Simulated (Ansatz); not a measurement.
# CH5FSi: the cost of one run

All numbers below are computed with Ansatz 0.2.0 (RKS PBE0/def2-SVP).

## Step 1: The system as given

Bond lengths: Si1–F2 1.790 Å, Si1–H3 1.660 Å, Si1–H4 1.459 Å, Si1–C5 1.869 Å, C5–H6 1.110 Å, C5–H7 1.110 Å, C5–H8 1.110 Å. Angles: F2–Si1–H3 43.3°, F2–Si1–H4 122.7°, F2–Si1–C5 122.7°, H3–Si1–H4 122.2°, H3–Si1–C5 122.2°, H4–Si1–C5 109.5°, Si1–C5–H6 109.5°, Si1–C5–H7 109.5°, Si1–C5–H8 109.5°, H6–C5–H7 109.4°, H6–C5–H8 109.4°, H7–C5–H8 109.4°.

Structure file:

```xyz
8

Si    0.0000    0.0000    0.0000
F     0.9996    0.0000    1.4848
H     1.6189    0.0000    0.3673
H    -0.6877    1.1914   -0.4862
C    -0.8808   -1.5259   -0.6227
H    -1.3804   -2.0377    0.2261
H    -1.6409   -1.2332   -1.3768
H    -0.1449   -2.2146   -1.0879
```

## Step 2: Pulling towards end A

Springs on the bonds that form and break draw the guess towards this end; the thresholds are loose.

File input.yaml:

```yaml
crystal:
  periodic: [false, false, false]
  atoms:
    - { symbol: Si, position_ang: [0.0, 0.0, 0.0] }
    - { symbol: F, position_ang: [0.9996, 0.0, 1.4848] }
    - { symbol: H, position_ang: [1.6189, 0.0, 0.3673] }
    - { symbol: H, position_ang: [-0.6877, 1.1914, -0.4862] }
    - { symbol: C, position_ang: [-0.8808, -1.5259, -0.6227] }
    - { symbol: H, position_ang: [-1.3804, -2.0377, 0.2261] }
    - { symbol: H, position_ang: [-1.6409, -1.2332, -1.3768] }
    - { symbol: H, position_ang: [-0.1449, -2.2146, -1.0879] }
basis:
  gaussian: { orbitals: def2-SVP }
hamiltonian:
  xc: pbe0
relax:
  f_tol: 0.15
  max_steps: 25
  restrain:
    - { distance: [1, 2], at: 2.12, k: 30.0 }
    - { distance: [0, 1], at: 1.59, k: 30.0 }
    - { distance: [0, 2], at: 1.46, k: 30.0 }
output:
  orbitals: {}
```

On the command line:

```
> ansatz run input.yaml --threads 1 --pin off --max-ram 2048MiB --backend cpu --events-out ev --progress --plain --runs-dir out
```

What time and memory should one allow on 1 thread of Intel Xeon 6975P-C (Granite Rapids), shared host?

About 10 s, with a peak of 0.16 GiB.
